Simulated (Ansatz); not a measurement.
PH₃⁺, doublet in 6-31G: errors against full CI

Geometry: displaced at random from a stationary point.

```xyz
4

P     0.0004   -0.0003   -0.0303
H     1.3535   -0.0019    0.3322
H    -0.6430    1.2097    0.2830
H    -0.7215   -1.1998    0.3161
```

Basis 6-31G; Ansatz 0.2.0. Only valence electrons are correlated (noble-gas cores frozen), which leaves 7 electrons in 14 orbitals. Prefix R: restricted or restricted open-shell reference; prefix U: unrestricted. Active spaces: valence = (7e, 7o) chosen from the atoms' valence shells.

Full CI is exact within this basis and frozen core; it isn't the basis-set limit. The frozen core follows each run's orbitals, which can shift R against U totals by a few meV.

For open shells CISD and CISDTQ are restricted-active-space CI with the open shells as a complete middle space.

The UHF ⟨S²⟩ is 0.759. The T1 diagnostic (RCCSD) is 0.0133 and the largest doubles amplitude (RCCSD) is 0.060. The T1 diagnostic (UCCSD) is 0.0059.

```
                            level  E − E(full CI) (kcal/mol)  share of correlation (%)  wall time
                              RHF                      46.97                      0.00          –
                              UHF                      45.98                      2.12          –
                             RMP2                      13.63                     70.99          –
                             UMP2                      13.30                     71.69          –
                             CISD                       1.90                     95.95     0.33 s
                            RCCSD                       0.60                     98.73          –
                            UCCSD                       0.60                     98.73          –
                         RCCSD(T)                       0.17                     99.63     0.57 s
                         UCCSD(T)                       0.18                     99.63     0.57 s
                          BCCD(T)                       0.17                     99.63     0.33 s
                           RCCSDT                       0.02                     99.95          –
                           UCCSDT                       0.02                     99.96          –
                           CISDTQ                       0.02                     99.95     0.99 s
                        RCCSDT(Q)                       0.00                     99.99     0.93 s
                        UCCSDT(Q)                       0.00                    100.00     0.87 s
                          RCCSDTQ                       0.00                    100.00        8 s
                          UCCSDTQ                       0.00                    100.00        8 s
           CASSCF (valence space)                      11.15                     76.26          –
           NEVPT2 (valence space)                       2.80                     94.04      2.3 s
           MRCISD (valence space)                       0.24                     99.49          –
         MRCISD+Q (valence space)                       0.13                     99.73      2.9 s
MRCISD+Q(relaxed) (valence space)                       0.02                     99.96      3.2 s
```

The correlation energy at full CI, counted from RHF, is -2.037 eV. That run took 4 s on 1 thread of Arm Neoverse N1, shared host over 364,364 determinants.

Times hold each run's SCF and search for its determinant on a shared host, so for small cases they say little of a method's own cost; they ran on 1 thread of Arm Neoverse N1. Some runs computed forces too.

The full-CI state has the irrep A of C1, in the program's axes.

Natural occupations of full CI about the gap: 1.978 1.963 1.961 0.997 0.034 0.026 0.026 0.004 0.003 0.003; effectively unpaired electrons, Σ n²(2−n)², 1.02.
